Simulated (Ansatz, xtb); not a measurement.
## Two structures of C3H6F−

Structure X: a singlet given by its coordinates. Structure Y: a singlet given by its coordinates. Both are isolated ions in the gas phase, relaxed with r2SCAN-D4/def2-SVPD.

X (Å):

```tsv
atom	x (Å)	y (Å)	z (Å)
C	-1.7681	-1.8523	1.1940
C	-0.9925	-0.5632	1.2474
C	0.1129	-0.6049	0.2263
F	-0.2453	-0.6796	2.5498
H	-1.1110	-2.7772	1.2324
H	-2.4913	-1.9337	2.0230
H	-2.3427	-1.8987	0.2513
H	0.7418	-1.5486	0.2793
H	-0.3205	-0.5578	-0.7890
H	0.8020	0.2503	0.3287
```

Close contacts (Å): C1–C2 1.51, C2–C3 1.51, C2–F4 1.51, C1–H5 1.14, C1–H6 1.10, C1–H7 1.10, C3–H8 1.14, C3–H9 1.10, C3–H10 1.10.

Y (Å):

| atom | x (Å) | y (Å) | z (Å) |
| --- | --- | --- | --- |
| C | -1.3355 | -2.0906 | 0.6329 |
| C | -0.4271 | -1.1575 | 1.4638 |
| C | -0.1621 | 0.2335 | 0.9205 |
| F | 0.3825 | -0.0318 | -0.4733 |
| H | -2.3566 | -1.6758 | 0.5672 |
| H | -1.4091 | -3.1185 | 1.0474 |
| H | -0.9411 | -2.1624 | -0.3927 |
| H | 0.5362 | -1.6831 | 1.6349 |
| H | -0.8712 | -1.0164 | 2.4703 |
| H | -1.1708 | 0.6484 | 0.6582 |

Close contacts (Å): C1–C2 1.54, C2–C3 1.52, C3–F4 1.52, C1–H5 1.10, C1–H6 1.11, C1–H7 1.10, C2–H8 1.11, C2–H9 1.11, C3–H10 1.12.

Energies in hartree; the thermal terms are from r2SCAN-D4/def2-SVPD harmonic frequencies (ideal gas, rigid rotor, one conformer each, 400 K, 1 atm) and include the zero-point energy:

```
                               X           Y
E, CCSD(T)/def2-SVPD  −217.015485  −217.007166
    E, MP2/def2-SVPD  −216.950328  −216.941701
  E, MP2/def2-TZVPPD  −217.331874  −217.321736
   zero-point energy     0.077978     0.079095
        H(400 K) − E     0.087604     0.088691
        G(400 K) − E     0.039038     0.039664
```

Problem. Correct the CCSD(T) difference for the basis set by the MP2 change, then work out ΔE, ΔE₀, ΔH and ΔG for X → Y in kJ/mol (1 Eh = 2625.50 kJ/mol) and the equilibrium ratio [Y]/[X].

Solution. 1. Differences Y − X: CCSD(T) +0.008319, MP2 in the small set +0.008627, MP2 in the large set +0.010138 Eh.
2. ΔE = +0.008319 + (+0.010138 − (+0.008627)) = +0.009830 Eh = +25.81 kJ/mol.
3. ΔE₀ = ΔE + ΔZPE = +0.009830 + (+0.001117) Eh = +28.74 kJ/mol.
4. ΔH = ΔE + (+0.001087) Eh = +28.66 kJ/mol.
5. ΔG = ΔE + (+0.000626) Eh = +27.45 kJ/mol, so ΔS = (ΔH − ΔG)/T = +3.0 J/(mol K).
6. kT = 1.2667 mEh, so K = [Y]/[X] = exp(−ΔG/kT) = exp(−8.25) ≈ 2.6 × 10^−4.

Structure X is favoured at this temperature. An error of 4 kJ/mol in ΔG would change K by a factor of 3.3. Mirror images and further conformers aren't counted.

Other levels gave ΔE = +18.6 (GFN2-xTB); +21.6 (HF/STO-3G, GFN2-xTB geometries); +24.3 (r2SCAN-D4/def2-SVPD//GFN2-xTB); +26.3 (r2SCAN-D4/def2-SVPD); +15.6 (HF/def2-SVPD); +22.6 (MP2/def2-SVPD); +21.8 (CCSD(T)/def2-SVPD) kJ/mol. The correlated steps freeze 4 core orbitals. Programs: Ansatz 0.2.0, xtb 6.7.1.
